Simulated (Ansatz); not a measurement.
Process, species as SMILES: ClC (CH3-Cl) → [CH3] (CH3) + Cl atom
B3LYP-D3(BJ)/def2-TZVP geometries, fixed; electronic energies without zero-point terms.
Largest species:
```xyz
5

C      0.0082     0.0133    -1.1337
Cl    -0.0048    -0.0077     0.6605
H      0.0175     1.0478    -1.4634
H      0.8997    -0.5040    -1.4752
H     -0.8852    -0.4920    -1.4879
```

Basis-set convergence of the bond dissociation energy at HF with Ansatz (a program for electronic structure). Cartesian d functions, on some or all atoms, in 6-31+G*, 6-31G**; all else is spherical. Open shells are unrestricted. No added dispersion term, no relativity. Functions are those of the species that has most. Reference: the value in pcseg-4, 53.85 kcal/mol, itself unsure by roughly 0.04 kcal/mol (its mean distance from aug-pcseg-3, aug-cc-pV(Q+d)Z, cc-pV(5+d)Z). Deviations are taken from unrounded values.

| basis | functions | bond dissociation energy (kcal/mol) | minus reference (kcal/mol) |
|---|---|---|---|
| def2-SV(P) | 38 | 52.20 | -1.65 |
| pcseg-1 | 47 | 51.08 | -2.77 |
| 6-31+G* | 48 | 52.87 | -0.98 |
| 6-31G** | 49 | 53.59 | -0.26 |
| aug-cc-pV(D+d)Z | 82 | 53.44 | -0.40 |
| 6-311++G(2d,2p) | 92 | 53.70 | -0.15 |
| def2-TZVPD | 110 | 53.83 | -0.02 |
| def2-TZVPP | 115 | 53.60 | -0.25 |
| aug-cc-pV(T+d)Z | 170 | 53.75 | -0.09 |
| def2-QZVPP | 217 | 53.73 | -0.12 |
| pcseg-3 | 223 | 53.91 | 0.06 |
| def2-QZVPPD | 241 | 53.76 | -0.09 |
| cc-pV(5+d)Z | 356 | 53.79 | -0.06 |
